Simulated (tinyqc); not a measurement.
Worked calculation: G0W0 on RHF in the sto-3g basis, for H2O, spin multiplicity 1. One step of it, computed by the program tinyqc.

Problem. Iteration 7 (converged): orbitals. Diagonalise F' = X^T F X, C = X C', fill 5 alpha and 5 beta electrons from the bottom; D = 2 C_occ C_occ^T. Each column has its largest component positive (the first on a tie).

converged F (hartree):
```
             1O 1s      1O 2s     1O 2px     1O 2py     1O 2pz      2H 1s      3H 1s
1O 1s   -20.245666  -5.164637   0.000000   0.000000  -0.029411  -1.151462  -1.151462
1O 2s    -5.164637  -2.447826   0.000000   0.000000  -0.130172  -1.001365  -1.001365
1O 2px    0.000000   0.000000  -0.396240   0.000000   0.000000   0.000000   0.000000
1O 2py    0.000000   0.000000   0.000000  -0.301158   0.000000  -0.371395   0.371395
1O 2pz   -0.029411  -0.130172   0.000000   0.000000  -0.350243  -0.396149  -0.396149
2H 1s    -1.151462  -1.001365   0.000000  -0.371395  -0.396149  -0.566736  -0.416595
3H 1s    -1.151462  -1.001365   0.000000   0.371395  -0.396149  -0.416595  -0.566736
```

X:
```
            1O 1s      1O 2s    1O 2px     1O 2py     1O 2pz      2H 1s      3H 1s
1O 1s    1.024102  -0.142245  0.000000   0.000000  -0.010718   0.021298   0.021298
1O 2s   -0.142245   1.231516  0.000000   0.000000   0.115381  -0.282224  -0.282224
1O 2px   0.000000   0.000000  1.000000   0.000000   0.000000   0.000000   0.000000
1O 2py   0.000000   0.000000  0.000000   1.097210   0.000000  -0.214694   0.214694
1O 2pz  -0.010718   0.115381  0.000000   0.000000   1.063520  -0.155896  -0.155896
2H 1s    0.021298  -0.282224  0.000000  -0.214694  -0.155896   1.203055  -0.103436
3H 1s    0.021298  -0.282224  0.000000   0.214694  -0.155896  -0.103436   1.203055
```

Give: F' = X^T F X; orbital energies; coefficients C; D after iteration 7.

Solution.

F' = X^T F X (hartree):
```
         1       2       3       4       5       6       7
1  -19.867  -2.692   0.000   0.000  -0.058  -0.175  -0.175
2   -2.692  -1.251   0.000   0.000   0.121  -0.497  -0.497
3    0.000   0.000  -0.396   0.000   0.000   0.000   0.000
4    0.000   0.000   0.000  -0.026   0.000  -0.454   0.454
5   -0.058   0.121   0.000   0.000  -0.170  -0.353  -0.353
6   -0.175  -0.497   0.000  -0.454  -0.353   0.013  -0.119
7   -0.175  -0.497   0.000   0.454  -0.353  -0.119   0.013
```

orbital energies (hartree): MO1 -20.254, MO2 -1.270, MO3 -0.593, MO4 -0.472, MO5 -0.396, MO6 0.603, MO7 0.699

coefficients C:
```
           MO1     MO2     MO3     MO4    MO5     MO6     MO7
1O 1s    0.994  -0.233   0.000   0.108  0.000  -0.126   0.000
1O 2s    0.026   0.837   0.000  -0.558  0.000   0.835   0.000
1O 2px   0.000   0.000   0.000   0.000  1.000   0.000   0.000
1O 2py   0.000   0.000   0.621   0.000  0.000   0.000   0.954
1O 2pz   0.004   0.133   0.000   0.745  0.000   0.788   0.000
2H 1s   -0.006   0.156   0.451   0.294  0.000  -0.773  -0.834
3H 1s   -0.006   0.156  -0.451   0.294  0.000  -0.773   0.834
```

D after iteration 7:
```
         1O 1s   1O 2s  1O 2px  1O 2py  1O 2pz   2H 1s   3H 1s
1O 1s    2.108  -0.458   0.000   0.000   0.108  -0.021  -0.021
1O 2s   -0.458   2.024   0.000   0.000  -0.608  -0.066  -0.066
1O 2px   0.000   0.000   2.000   0.000   0.000   0.000   0.000
1O 2py   0.000   0.000   0.000   0.772   0.000   0.560  -0.560
1O 2pz   0.108  -0.608   0.000   0.000   1.144   0.479   0.479
2H 1s   -0.021  -0.066   0.000   0.560   0.479   0.628  -0.185
3H 1s   -0.021  -0.066   0.000  -0.560   0.479  -0.185   0.628
```
